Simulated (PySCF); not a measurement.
Atoms are numbered as in `[F:1][CH:2]([F:3])[C@@H:4]1[CH2:5][O:6]1`; H(Xn) means a hydrogen on atom n. Ha(C5) is cis to C2 on the ring; Hb(C5) is trans to C2 on the ring.

Geometry: PBE0-D3(BJ)/def2-SVP; GIAO shifts from PySCF 2.14.0 with density-fitted response routines, gas phase, non-relativistic, averaged over equivalent atoms.

At PBE0/STO-3G (34 basis functions, 2.2 s wall time on 1 thread of an Arm Neoverse V2, shared host):
| atoms | δ (ppm) |
| --- | --- |
| F3 | -111.5 |
| F1 | -115.6 |
| C2 | 85.0 |
| C5 | 36.2 |
| C4 | 34.4 |
| O6 | -1.1 |
| H(C2) | 2.81 |
| H(C4) | 1.45 |
| Hb(C5) | 1.40 |
| Ha(C5) | 1.17 |

Shifts are taken against calculated references (same method and geometry level): 19F (σ = 304.40 ppm) vs CFCl3; TMS for 13C (σ = 234.69 ppm) and 1H (σ = 32.60 ppm); 17O (σ = 341.71 ppm) against H2O.

Q: Predict the values at BP86/pcSseg-2 on the same geometry.

A: 
| atoms | δ at BP86/pcSseg-2 | change |
| --- | --- | --- |
| F3 | -143.8 | -32.3 |
| F1 | -150.9 | -35.3 |
| C2 | 129.9 | +44.9 |
| C5 | 45.9 | +9.7 |
| C4 | 53.8 | +19.4 |
| O6 | 16.5 | +17.6 |
| H(C2) | 5.21 | +2.40 |
| H(C4) | 2.86 | +1.41 |
| Hb(C5) | 2.72 | +1.32 |
| Ha(C5) | 2.49 | +1.32 |

References, each an isolated molecule treated in the same way: 19F (143.94 ppm) vs CFCl3; 13C (179.17 ppm) and 1H (31.23 ppm) vs TMS; H2O for 17O (326.07 ppm).

The largest change is at C2 (sp3 CH bonded to 2 F). Cost: 272 basis functions, 58 s wall time on 1 thread of an Arm Neoverse N1, shared host. The order of the carbon signals changes between the two levels.

Unscaled 19F shifts against computed CFCl3 carry errors that often reach 10 to 50 ppm. Experimental scales use liquid or dissolved standards, which lie at an offset from isolated H2O (liquid H2O: subtract about 36 ppm).
